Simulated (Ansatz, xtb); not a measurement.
## Two isomers of C5H12S

Structure I: `CC(C)(C)CS`, a singlet. Structure II: `CC(C)[C@H](C)S`, a singlet. Both are isolated molecules in the gas phase, relaxed with B3LYP/def2-SVP; the shapes shown needn't be the lowest conformers.

I (Å):

```yaml
atoms:
  - { symbol: C, position_ang: [-0.3300, 2.9659, 0.1972] }
  - { symbol: C, position_ang: [-0.3180, 1.4303, 0.3159] }
  - { symbol: C, position_ang: [-0.1321, 0.8165, -1.0866] }
  - { symbol: C, position_ang: [0.8445, 0.9817, 1.2213] }
  - { symbol: C, position_ang: [-1.6690, 0.9124, 0.8618] }
  - { symbol: S, position_ang: [-2.0651, 1.5469, 2.5537] }
  - { symbol: H, position_ang: [0.6180, 3.3281, -0.2326] }
  - { symbol: H, position_ang: [-1.1487, 3.3081, -0.4572] }
  - { symbol: H, position_ang: [-0.4634, 3.4499, 1.1769] }
  - { symbol: H, position_ang: [-0.1146, -0.2850, -1.0444] }
  - { symbol: H, position_ang: [0.8187, 1.1496, -1.5334] }
  - { symbol: H, position_ang: [-0.9454, 1.1163, -1.7678] }
  - { symbol: H, position_ang: [0.8777, -0.1167, 1.3114] }
  - { symbol: H, position_ang: [0.7540, 1.3959, 2.2372] }
  - { symbol: H, position_ang: [1.8093, 1.3144, 0.8053] }
  - { symbol: H, position_ang: [-1.6498, -0.1880, 0.8999] }
  - { symbol: H, position_ang: [-2.4787, 1.2155, 0.1797] }
  - { symbol: H, position_ang: [-3.2537, 0.9109, 2.6609] }
```

II (Å):

```xyz
18

C     0.3016    1.2709   -1.0879
C    -0.1443    1.7256    0.3073
C     1.0017    2.4195    1.0523
C    -1.4358    2.5830    0.3063
C    -2.6874    1.8202   -0.1310
S    -1.2798    4.1943   -0.6015
H     1.1688    0.5956   -1.0138
H    -0.4913    0.7273   -1.6255
H     0.6053    2.1321   -1.7048
H    -0.4117    0.8173    0.8821
H     0.7132    2.6785    2.0845
H     1.2931    3.3509    0.5415
H     1.8880    1.7671    1.1063
H    -1.5927    2.9318    1.3412
H    -3.5866    2.4426   -0.0146
H    -2.8156    0.9078    0.4764
H    -2.6302    1.5118   -1.1872
H    -1.3587    3.6856   -1.8535
```

Quicker runs give these differences E(II) − E(I): GFN2-xTB +0.19 kJ/mol; HF/STO-3G +1.98 kJ/mol (at GFN2-xTB geometries); r2SCAN-D4/def2-SVP −4.68 kJ/mol (at GFN2-xTB geometries).

**Question.** Estimate which is lower in electronic energy at CCSD(T)/def2-SVP + ΔMP2/def2-TZVPP, and by roughly how much.

**Answer.** Too close to call at this level: CCSD(T)/def2-SVP + ΔMP2/def2-TZVPP gives E(II) − E(I) = +1.59 kJ/mol.

The same difference at several levels:

```
                             level        geometry  E(II) − E(I) (kJ/mol)  departure from the last row (kJ/mol)  job, with rough time for the two
                          GFN2-xTB        GFN2-xTB                   +0.19                                 −1.40              optimisation, 0.17 s
                         HF/STO-3G        GFN2-xTB                   +1.98                                 +0.38              single point, 0.42 s
                r2SCAN-D4/def2-SVP        GFN2-xTB                   −4.68                                 −6.28               single point, 2.6 s
                    B3LYP/def2-SVP  B3LYP/def2-SVP                   −6.84                                 −8.44                optimisation, 28 s
                       HF/def2-SVP  B3LYP/def2-SVP                   −3.01                                 −4.60           part of the CCSD(T) run
                      MP2/def2-SVP  B3LYP/def2-SVP                   −1.76                                 −3.35           part of the CCSD(T) run
                  CCSD(T)/def2-SVP  B3LYP/def2-SVP                   −2.08                                 −3.67                      single point
CCSD(T)/def2-SVP + ΔMP2/def2-TZVPP  B3LYP/def2-SVP                   +1.59                                                      single point, 53 s
```

As drawn, both hold the same kinds of bond in the same numbers.

The largest departure from CCSD(T)/def2-SVP + ΔMP2/def2-TZVPP is that of B3LYP/def2-SVP, 8.44 kJ/mol. The last row adds to CCSD(T) the change of the MP2 difference between the two basis sets, here +3.67 kJ/mol.

With thermal terms from frequencies at re-optimised GFN2-xTB minima (ideal gas, soft modes damped towards free rotors, one conformer each, 298.15 K, 1 atm): the zero-point term adds +1.73 kJ/mol; ΔH is +2.77 and ΔG +4.13 kJ/mol.

The correlated steps freeze 10 core orbitals. Mirror images aren't counted in ΔG. Programs: Ansatz 0.2.0, xtb 6.7.1; the last row on 4 threads of Intel(R) Xeon(R) Platinum 8488C (Sapphire Rapids) on a shared host.
